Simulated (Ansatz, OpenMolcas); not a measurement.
## Predicting a hybrid from its neighbours: C3H5N (isocyanoethane)

C3H5N has 9 atoms, charge 0, and is taken as a singlet. As SMILES, `[C-]#[N+]CC`. The shape is that of a PBE0-D4/def2-TZVP optimisation.

The electronic atomisation energy y, in eV, basis cc-pVDZ; a is the functional's share of exact exchange. Programs: Ansatz 0.2.0, OpenMolcas 26.06.

```
functional     program     a  y (eV)
       PBE      Ansatz     0   38.97
      TPSS  OpenMolcas     0   38.12
     B3LYP      Ansatz   0.2       ?
   r2SCAN0      Ansatz  0.25   37.18
      PBE0      Ansatz  0.25   38.11
     BHLYP      Ansatz   0.5   36.56
```

Fit y = c + s·a to the known rows and predict B3LYP.


1. Means of the 5 rows: a = 0.2000, y = 37.788.
2. Σ(Δa)² = 0.175, Σ(Δa·Δy) = -0.6855, so the slope is -0.6855/0.175 = -3.9171.
3. Intercept: 37.788 − (-3.9171) × 0.2000 = 38.571. The largest residual of the fit is 0.52.
4. B3LYP: 38.571 + (-3.9171) × 0.2 = 37.79 eV.

The run gave 37.80 eV, so the prediction is off by -0.01 eV, within the scatter of the fit. The rows mix families of semi-local functionals, which the line can't see.
